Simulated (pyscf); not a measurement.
Structures and frequencies: ωB97X-D3(BJ)/def2-SVP in PySCF.

Task: Estimate the classical barrier height and the reaction energy of •H₂C–InH₂ (SMILES [CH2][InH2]) + CH₄ (SMILES C) -> H₃C–InH₂ (SMILES [CH3][InH2]) + CH₃• (SMILES [CH3]) at ωB97M-D3(BJ)/def2-TZVP. The step runs on the doublet surface, breaks C–H and forms C–H; take the separated reactants as zero.

Result: ΔE‡ = 81.6 kJ/mol, ΔE = +25.4 kJ/mol. Zero-point energy shifts the barrier by -7.5 kJ/mol. It is a hydrogen abstraction, with an imaginary mode of 1755i cm⁻¹. On the product side the descent ends in a complex (not fully relaxed), 32.0 kJ/mol under the separated species and 83.1 kJ/mol under the saddle at ωB97X-D3(BJ)/def2-TZVP. •H₂C–InH₂ lies 131.5 kJ/mol over its isomer [H₃C–InH]• (electronic energy, ωB97M-D3(BJ)/def2-TZVP). One saddle was located; it need not be the lowest between these sides. The angle at the transferred H is 175°. Elements past Kr carry the def2 core potentials, without spin-orbit coupling.
